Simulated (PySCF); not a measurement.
## How methods differ on the ionisation energy of Li

Li [He] 2s1 (2S) → Li⁺ 1s2 (1S), as a difference of total energies. Computed with PySCF 2.14 in x2c-TZVPPall (5s3p1d, 19 functions), with scalar relativity by spin-free X2C-1e. Correlated levels: valence and next inner shell: nothing frozen. The calculations carry no spin-orbit coupling.

```csv
method,ionisation energy (eV)
UHF,5.342
LDA,5.472
PBE,5.586
PBE0,5.569
r2SCAN,5.388
CAM-B3LYP,5.601
wB97M-V,5.345
M06-L,5.077
PBEsol,5.470
MP2 (valence and next inner shell),5.369
SCS-MP2 (valence and next inner shell),5.366
```

Problem. How much does correlation contribute at MP2 (valence and next inner shell)?

Solution. 5.369 − (5.342) = 0.027 eV, measured against UHF.

Errors of the correlated levels include the incompleteness of this basis.

For comparison: 5.392 eV (measured; NIST Atomic Spectra Database, ionization energies).
